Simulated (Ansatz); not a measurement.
**CH5N (triplet): from Hartree-Fock to the top rungs at distance C1–H5 along a hydrogen transfer = 1.272 Å, cc-pVDZ**

An exercise on one series of results from a longer session: the logs are not shown, and one member is left open.

Method: cc-pVDZ, core rule «outside noble gas», up to 2 orbitals frozen; program: Ansatz 0.2.0, Gaussian basis.

The runs, in order: UHF; CCSD(T) on ROHF; CCSD(T) on UHF; BCCD(T) on ROHF; CISD; CCSDT(Q) on ROHF; CCSDT(Q) on UHF; CASSCF and MRCISD+Q, 4 electrons in 4 orbitals; CASSCF and NEVPT2, 4 electrons in 4 orbitals.

## What is computed

The geometry derives from fragments relaxed apart (PBE0/def2-TZVP) and kept rigid, so it is no stationary point. A hydrogen atom is moved between rigid fragments.

7 atoms, charge 0, spin multiplicity 3.

Atoms are counted from 1 here; the program's logs count them from 0.

Bond lengths: C1–H2 1.090 Å, C1–H3 1.090 Å, C1–H4 1.090 Å, C1–H5 1.272 Å, H5–N6 1.113 Å, N6–H7 1.040 Å. Angles: H2–C1–H3 109.5°, H2–C1–H4 109.5°, H2–C1–H5 109.5°, H3–C1–H4 109.5°, H3–C1–H5 109.5°, H4–C1–H5 109.5°, C1–H5–N6 180.0°, H5–N6–H7 105.0°.

The first run:

The input, in.yaml:

```yaml
crystal:
  periodic: [false, false, false]
  atoms:
    - {symbol: C, position_ang: [-1.167687, 0.032592, 0.000000]}
    - {symbol: H, position_ang: [-1.530893, 1.059892, 0.000000]}
    - {symbol: H, position_ang: [-1.530893, -0.481059, 0.889668]}
    - {symbol: H, position_ang: [-1.530892, -0.481059, -0.889669]}
    - {symbol: H, position_ang: [0.104313, 0.032592, 0.000000]}
    - {symbol: N, position_ang: [1.217313, 0.032592, 0.000000]}
    - {symbol: H, position_ang: [1.486395, -0.971635, 0.000000]}
basis:
  gaussian: {orbitals: cc-pVDZ}
magnetization: {spin_polarized: true, initial_magnetization: 2}
hamiltonian: {xc: hf}
output: {orbitals: {seedname: orbitals}}
```

Run with:

```console
> ansatz run in.yaml --threads 1 --pin off --events-out ev --progress --plain --max-ram 4096MiB --backend cpu
```

Steps of the session up to this table: UHF; CCSD(T) on ROHF; CCSD(T) on UHF; BCCD(T) on ROHF; CISD; CCSDT(Q) on ROHF; CCSDT(Q) on UHF; CASSCF and MRCISD+Q, 4 electrons in 4 orbitals; CASSCF and NEVPT2, 4 electrons in 4 orbitals.

One table of the session follows, with a row left open; its other results are not shown here.

```
       method  from UCCSDT(Q) (kcal/mol)
         ROHF                    +221.57
          UHF                          ?
         RMP2                     +28.72
         UMP2                     +31.31
         CISD                     +23.87
        RCCSD                      +5.81
        UCCSD                      +5.55
     RCCSD(T)                      +0.83
     UCCSD(T)                      +0.85
      BCCD(T)                      +0.85
       RCCSDT                      +0.33
       UCCSDT                      +0.29
    RCCSDT(Q)                      +0.03
    UCCSDT(Q)                          0
  CASSCF pair                    +205.23
  NEVPT2 pair                     +30.66
  MRCISD pair                     +21.48
MRCISD+Q pair                      +2.79
```

Q: Estimate the row for UHF from the others.

As computed: from UCCSDT(Q) (kcal/mol): +211.96. In the column «from UCCSDT(Q) (kcal/mol)» it lies between CASSCF pair (+205.23) and ROHF (+221.57).

Limits of these values: Restricted and unrestricted rows rest on different reference determinants; where their highest levels disagree by more than a few hundredths of an eV, they describe different states and don't form one ladder.
